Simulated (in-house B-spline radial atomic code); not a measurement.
**Functionals against ionisation energies along an isoelectronic series: B to Ne⁵⁺**

Ionisation energies as differences of self-consistent total energies from a B-spline radial code for spherical atoms: all electrons, radial basis limit, scalar-relativistic (one-electron X2C), spin-polarised at highest spin, spherical densities; exact exchange is averaged over the determinants of each configuration. No spin-orbit coupling, Breit or QED terms. NIST's values run from ground level to ground level, so in open shells the differences also hold multiplet and fine-structure energies that spherical high-spin averages miss. Columns give computed minus NIST, in eV; a star marks a semi-empirical value. Species are left out where the tabulated value is theory, is uncertain by more than 0.12 eV, or (13 ions, such as In⁴⁺, Te⁴⁺ and Bi⁴⁺) lies off its series for all methods alike, which flatters the means a little.

```
species  shell        NIST (eV)   BP86   SCAN  LC-wPBE  BHandHLYP
      B     2p             8.30  +0.25  +0.02    +0.37      +0.16
     C⁺     2p            24.38      ?      ?        ?          ?
    N²⁺     2p           47.45*  +0.25  -0.09    +0.45      +0.46
    O³⁺     2p            77.41  +0.25  -0.15    +0.46      +0.57
    F⁴⁺     2p  114.25 ± 0.006*  +0.24  -0.23    +0.45      +0.67
   Ne⁵⁺     2p   157.93 ± 0.005  +0.24  -0.32    +0.45      +0.76
```

(1) What are the differences for C⁺ ([He] 2s2 2p1)?

(2) How do the methods rank, and which species is hardest?

Answers

(1) BP86 +0.24; SCAN -0.03; LC-wPBE +0.43; BHandHLYP +0.32 eV.

(2) Mean absolute (signed) differences: SCAN 0.14 (-0.13) eV; BP86 0.25 (+0.25) eV; LC-wPBE 0.44 (+0.44) eV; BHandHLYP 0.49 (+0.49) eV. For Ne⁵⁺, which loses a 2p electron, the nearest method is off by +0.24 eV, the largest such miss.
